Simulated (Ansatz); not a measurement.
Geometry optimisation, UKS PBE0-D4/6-31G* in Ansatz.

Input:

```yaml
crystal:
  periodic: [false, false, false]
  atoms:
    - { symbol: Si, position_ang: [0.005591, 0.01375, -0.270076] }
    - { symbol: H, position_ang: [0.24251, -0.228925, 2.370225] }
    - { symbol: Cl, position_ang: [1.940296, 0.059398, -0.990724] }
    - { symbol: H, position_ang: [-0.70762, 1.226903, -0.752511] }
    - { symbol: H, position_ang: [-0.668309, -1.205153, -0.791634] }
    - { symbol: "N", position_ang: [0.225339, -0.193208, 3.408773] }
    - { symbol: H, position_ang: [-0.721198, -0.465633, 3.676964] }
    - { symbol: H, position_ang: [0.316591, 0.792867, 3.647283] }
magnetization:
  spin_polarized: true
  initial_magnetization: 1
basis:
  gaussian: { orbitals: "6-31G*" }
hamiltonian:
  xc: pbe0
  dispersion: d4
relax:
  f_tol: 0.03
  max_steps: 50
```

Launched with:

```bash
$ ansatz run input.yaml --threads 1 --pin off --max-ram 2048MiB --backend cpu --events-out ev --progress --plain --runs-dir out
```

Question: Where does it end, and by what steps?

Answer: It converged. The force dipped under the threshold on the way, but the program's further checks kept it going. After 10 steps the energy has fallen by 0.088 eV; H2 moved furthest, 0.93 Å.

| step | energy less start (eV) | largest force component (eV/Å) | accepted |
| --- | --- | --- | --- |
| 0 | 0.0000 | 0.785 | yes |
| 1 | -0.0169 | 0.815 | yes |
| 2 | -0.0177 | 1.101 | yes |
| 3 | -0.0539 | 0.079 | yes |
| 4 | -0.0700 | 0.217 | yes |
| 5 | -0.0193 | 1.238 | no |
| 6 | -0.0791 | 0.113 | yes |
| 7 | -0.0844 | 0.150 | yes |
| 8 | -0.0828 | 0.367 | no |
| 9 | -0.0873 | 0.007 | yes |
| 10 | -0.0877 | 0.029 | yes |

```xyz
8
Properties=species:S:1:pos:R:3
Si -0.036 0.057 -0.113
H 0.787 -0.686 2.977
Cl 1.864 0.113 -0.929
H -0.764 1.292 -0.525
H -0.734 -1.156 -0.629
N 0.086 -0.088 3.406
H -0.819 -0.386 3.052
H 0.248 0.855 3.061
```

Whether the end is a true minimum wasn't checked by a vibrational analysis.

Run time: 38 s on 1 thread of Arm Neoverse V2, with other jobs on the host, peak memory 0.16 GiB.
